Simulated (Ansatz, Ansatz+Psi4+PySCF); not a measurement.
| atom | x (Å) | y (Å) | z (Å) |
| --- | --- | --- | --- |
| S | 0.0000 | 0.0000 | 0.3535 |
| O | 0.0000 | 1.2344 | -0.3619 |
| O | 0.0000 | -1.2344 | -0.3619 |

Basis set: cc-pVTZ on O; cc-pV(T+d)Z on S (spherical functions). Left uncorrelated: 7 orbitals. Charge 0, multiplicity 1.

Computed with Ansatz (development build ahead of 0.2.0); each method stands on the lowest determinant of its kind that the runs found. Restricted open shells among the atoms or ions are ROHF, correlated in semicanonical orbitals with singles.

The atomization energy at this shape (free ground-state atoms in the same class of orbitals less the molecule, no zero-point energy) of singlet SO₂:

```tsv
method	atomization energy
RHF-CCSD(T)	10.45 eV
RHF	5.15 eV
```

What does RHF-MP2 give?

11.47 eV.
